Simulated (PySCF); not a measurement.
# BFH2 (BH2F): the cost of one run

Programs: PySCF 2.14.0, with density-fitted response routines of our own. Each step states its level of theory. These are calculated values for one molecule in the gas phase, unless marked as measured. Atoms are numbered from 0 throughout.

### 1 Starting geometry

4 atoms, charge 0, multiplicity 1; geometry from: GFN2-xTB. The atoms were then displaced at random by about 0.01 Å, so the start is not that level's minimum.

Bonds of the start (Å): B0–F1 1.28, B0–H2 1.21, B0–H3 1.14.

### 2 Relaxing the molecule at PBE0-D3(BJ)/def2-TZVP

What the job is given:

```
{"job": {"xc": "PBE0", "basis": "def2-TZVP", "d3": "d3bj", "grid": 2, "shake": 0.01, "kind": "geom"}, "charge": 0, "multiplicity": 1}
B     -0.033420    -0.016110     0.018610
F      1.231030    -0.185570    -0.032490
H     -0.493480     0.975520    -0.503460
H     -0.666130    -0.799210     0.557490
```

Launch:

```console
> OMP_NUM_THREADS=1 python probes_run.py task.json out
```

This one command runs all jobs of the session in turn.

Q: Estimate the wall time and peak memory of this first job on 1 thread of Intel Xeon 6975P-C, shared host.

About 4.3 s, with a peak of 0.32 GiB.
